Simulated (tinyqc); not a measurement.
Worked calculation: geometry optimisation on the UHF/sto-6g surface (energies and gradients from PySCF), for LiH, spin multiplicity 3. Computed by tinyqc, a small Python program that keeps every step (integrals from PySCF). Settings: charge = 0, multiplicity = 3, basis = sto-6g, optimiser = sd, first Hessian = 0.3, largest step = 0.3, iteration cap = 30. Command: `OMP_NUM_THREADS=1 python tinyqc.py 25568 25569 out.jsonl` (the two numbers bound the seeds that draw the settings). One thread of a shared host (Intel(R) Xeon(R) Processor @ 2.60GHz), about 3 s of CPU time with the checks.

positions at the start (bohr):
```
            x         y         z
1Li  0.000000  0.000000  0.000000
2H   0.000000  0.000000  2.672073
```

Stop when the largest gradient component is below 3e-5 hartree/bohr.

Course of the optimisation:
```
step  E (hartree)  largest gradient (hartree/bohr)
1     -7.84180374                         5.25e-02
2     -7.85508970                         2.60e-02
3     -7.85886967                         1.79e-02
4     -7.86074554                         1.37e-02
5     -7.86186640                         1.10e-02
6     -7.86260890                         9.22e-03
7     -7.86313511                         7.92e-03
8     -7.86352648                         6.93e-03
9     -7.86382838                         6.16e-03
10    -7.86406806                         5.54e-03
11    -7.86426282                         5.03e-03
12    -7.86442416                         4.61e-03
13    -7.86456003                         4.25e-03
14    -7.86467606                         3.95e-03
15    -7.86477636                         3.68e-03
16    -7.86486400                         3.46e-03
17    -7.86494129                         3.26e-03
18    -7.86501005                         3.08e-03
19    -7.86507168                         2.92e-03
20    -7.86512731                         2.78e-03
21    -7.86517783                         2.66e-03
22    -7.86522398                         2.55e-03
23    -7.86526635                         2.45e-03
24    -7.86530546                         2.35e-03
25    -7.86534171                         2.27e-03
26    -7.86537546                         2.19e-03
27    -7.86540699                         2.12e-03
28    -7.86543657                         2.06e-03
29    -7.86546441                         2.00e-03
30    -7.86549070                         1.95e-03
```

Can the last value be used, and what does the course show?

Not by the stop rule. Not converged within 30 steps: the energy falls at every step, but slowly. Reruns: method bfgs, first Hessian 0.6, largest step 0.3: converged in 21 (E = -7.87096).
